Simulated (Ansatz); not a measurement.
One change: `B[SiH2]B` becomes `B[SiH2]F`.

Ansatz, PBE0-D4/def2-TZVP geometries, multiplicity 1. 

```tsv
property	`B[SiH2]B`
size of the dipole moment (B3LYP/def2-TZVPP) / D	0.14
HOMO energy (ωB97M-V/def2-TZVPP) / eV	-10.07
HOMO energy (B3LYP/def2-TZVPP) / eV	-7.77
ideal-gas entropy at 298 K and 1 bar (rigid rotor, harmonic PBE0-D4/def2-TZVP) / J/(mol·K)	306
LUMO energy (PBE0/def2-TZVPP) / eV	-3.05
LUMO energy (B3LYP/def2-TZVPP) / eV	-3.22
```

Q: What does the change do to each property? (Estimate.)

A: The calculation gave: 
```json
{"property": "size of the dipole moment (B3LYP/def2-TZVPP) / D", "`B[SiH2]F`": "1.42", "shift": "1.28"}
{"property": "HOMO energy (ωB97M-V/def2-TZVPP) / eV", "`B[SiH2]F`": "-10.71", "shift": "-0.64"}
{"property": "HOMO energy (B3LYP/def2-TZVPP) / eV", "`B[SiH2]F`": "-8.34", "shift": "-0.57"}
{"property": "ideal-gas entropy at 298 K and 1 bar (rigid rotor, harmonic PBE0-D4/def2-TZVP) / J/(mol·K)", "`B[SiH2]F`": "289", "shift": "-17"}
{"property": "LUMO energy (PBE0/def2-TZVPP) / eV", "`B[SiH2]F`": "-2.70", "shift": "0.35"}
{"property": "LUMO energy (B3LYP/def2-TZVPP) / eV", "`B[SiH2]F`": "-2.91", "shift": "0.31"}
```

With PBE0 the HOMO falls by 0.56 eV and the LUMO rises by 0.35 eV, so the gap widens by about 0.91 eV. PBE moves the HOMO by -0.35 eV and ωB97M-V by -0.64 eV. The zero-point energy changes by -44.5 kJ/mol with -6 modes. Dipoles are sizes alone; their direction can turn.

B3LYP here is the variant with VWN-RPA as its local correlation; programs differ in this.
